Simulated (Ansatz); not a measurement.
Basis-set extrapolation for C3H3NO (`NC=C=C=O`) (PBE0-D4/def2-TZVP geometry, frozen core, the Gaussian-basis code of Ansatz). Multiplicity 1, RHF reference.

|  | def2-TZVPP | def2-QZVPP |
| --- | --- | --- |
| HF | -244.694942 | -244.705703 |
| MP2 correlation | -0.896742 | -0.959285 |
| CCSD(T) correlation | -0.949391 | not run |

Energies in hartree. Use E(X) = E(∞) + A·exp(−7.88·√X) for Hartree–Fock and E(X) = E(∞) + B·X^(−2.97) for correlation, with X = 3 and 4, and add CCSD(T) minus MP2 of the smaller set to the MP2 limit.

What is the CCSD(T) energy at the basis-set limit?

HF limit: -244.705703 + (-0.010761) × 0.13774 = -244.70719. MP2 limit: -0.959285 + (-0.062543) × 0.74074 = -1.00561. Higher-order term: -0.949391 − (-0.896742) = -0.05265. Total: -245.76545 hartree, 318.0 kJ/mol below CCSD(T)/def2-TZVPP.
